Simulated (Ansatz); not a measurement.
1T (CdI2-type) SnS₂, treated with PBE-D4 (Ansatz, an electronic-structure program, PAW).

Rigid layers of the crystal as relaxed at this level are moved apart or together:

```tsv
run	k mesh	layer repeat (Å)	energy against free layers (meV/Å²)	gap on the mesh (eV)
1	12×12×6	5.6	-17.61	0.995
2	12×12×6	5.75	-18.38	1.183
3	12×12×6	5.9	-18.28	1.357
4	12×12×6	6.1	-17.28	1.509
5	12×12×6	6.4	-14.86	1.532
6	12×12×6	6.9	-10.54	1.551
7	12×12×4	7.9	-4.87	1.581
8	12×12×4	9.9	-1.30	1.592
```

The lowest energy of these points lies at a layer repeat of 5.75 Å.

Spin–orbit coupling is not included.
